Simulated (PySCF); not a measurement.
These 2 structures share the formula CHNO. Method: PBE0-D3(BJ)/def2-SVP geometry optimisation, gas phase in PySCF 2.14.0. One conformer each; no zero-point energy, no entropy. No frequencies were run at this level. Point groups hold within 0.08 Å.

Question: Rank from lowest to highest electronic energy at this level (kJ/mol).
A. HOCN (`N#CO`)
B. `C(=O)=N`

Answer: B (0.0), A (125.0).

As drawn, the lower has a C=O bond, cumulated double bonds and a C=N bond, which the higher lacks; the higher has a C≡N group and an O–H bond, which the lower lacks.

```json
{"SMILES": "N=C=O", "E (Eh)": "-168.37169", "E rel (kJ/mol)": "0.0", "dipole (D)": "2.28", "point group": "Cs", "A, B, C (MHz)": "957820, 11068, 10941"}
{"SMILES": "N#CO", "E (Eh)": "-168.32409", "E rel (kJ/mol)": "125.0", "dipole (D)": "3.96", "point group": "Cs", "A, B, C (MHz)": "672087, 10679, 10512"}
```

Question: How do the relative energies change in single points at PBE0/pcSseg-1 (no added dispersion term) on the same geometries?

Answer: 
```csv
SMILES,PBE0-D3(BJ)/def2-SVP (kJ/mol),PBE0/pcSseg-1 (kJ/mol),shift
N=C=O,0.0,0.0,0.0
N#CO,125.0,124.1,-0.9
```

Each column counts from its own lowest isomer. The order is unchanged; the largest shift is 0.9 kJ/mol.
